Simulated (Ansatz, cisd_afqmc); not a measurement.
Species: SiH2, charge 0, singlet. SiH2 (SMILES [SiH2]).
B3LYP-D3(BJ)/def2-TZVP minimum from Ansatz (a program for electronic structure):
```xyz
3

Si     0.0052     0.0009     0.1327
H     -0.0342     1.0849    -0.9366
H     -0.0389    -1.0973    -0.9218
```
Charge 0, spin multiplicity 1.

Total energies in cc-pV(T+d)Z, 6 correlated electrons, 5 frozen orbitals. Open shells are spin-unrestricted; no spin-orbit coupling. Correlated methods leave the cores frozen. No relativity. AFQMC/CISD: phaseless, guided by CISD from CCSD amplitudes; bars are statistical, one sigma. Outlying blocks are dropped, and bars are widened where a walk drifts. Over all cases where full CI ran beside it in this data, AFQMC minus full CI had a median of +0.1 mEh and passed +0.4 mEh in a tenth of the cases. UCISD starts from a broken-symmetry determinant. The restricted determinant of H2Si ([SiH2], singlet) is unstable towards broken spin symmetry in at least one set run.

| method | program | energy (Eh) | minus CCSDTQ (mEh) |
|---|---|---|---|
| HF | Ansatz | -290.03171 | 141.50 |
| MP2 | Ansatz | -290.14102 | 32.19 |
| CCSD | Ansatz | -290.16855 | 4.66 |
| CCSD(T) | Ansatz | -290.17226 | 0.95 |
| UCCSD(T) | Ansatz | -290.17195 | 1.26 |
| CCSDT(Q) | Ansatz | -290.17319 | 0.03 |
| CCSDTQ | Ansatz | -290.17321 | 0.00 |
| AFQMC/CISD | cisd_afqmc | -290.1729 ± 0.0002 | 0.3 ± 0.2 |
| AFQMC/UCISD | cisd_afqmc | -290.1721 ± 0.0002 | 1.2 ± 0.2 |

Rough core times of Ansatz's runs on a shared machine: CCSD(T) under 20 s, UCCSD(T) under 20 s, CCSDT(Q) under 20 s, CCSDTQ 4 min.
